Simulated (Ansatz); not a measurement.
# C5H8F: the cost of one run

All numbers are computed with Ansatz 0.2.0, driven from Python. Level of theory: PBE0/cc-pVDZ.

**1. The system**

The script builds its own geometries from the SMILES C=C[CH+]CCF.

The script holds or builds the structure itself.

**2. The script**

Input file conformers_c5h8f.py:

```python
"""Rank force-field conformers of C5H8F(+) by single points."""

import ansatz
from rdkit import Chem
from rdkit.Chem import AllChem

rd = Chem.AddHs(Chem.MolFromSmiles("C=C[CH+]CCF"))
ids = list(AllChem.EmbedMultipleConfs(rd, numConfs=20, randomSeed=483, pruneRmsThresh=0.4))
field = [energy for _, energy in AllChem.MMFFOptimizeMoleculeConfs(rd)]
distinct = {round(e, 2): i for i, e in zip(ids, field)}
chosen = sorted(distinct.items())[:5]
found = []
for force_field, index in chosen:
    mol = ansatz.Crystal.molecule()
    for atom, xyz in zip(rd.GetAtoms(), rd.GetConformer(index).GetPositions()):
        mol = mol.atom(atom.GetSymbol(), xyz.round(5).tolist())
    model = mol.calculation().basis(gaussian="cc-pVDZ").functional("pbe0").charge(1)
    found.append(model.run(threads=1, pin="off").report["free_energy_ev"])
print("conformer   MMFF (kcal/mol)   this level (eV)")
for (force_field, index), e in zip(chosen, found):
    print(f"{index:9d} {force_field - chosen[0][0]:17.2f} {(e - min(found)):17.3f}")
```

**3. Launch**

Launch:

```console
$ python conformers_c5h8f.py
```

Q: Estimate wall time and peak memory on 1 thread of Arm Neoverse V2, shared host.

About 20 s, with a peak of 0.37 GiB.
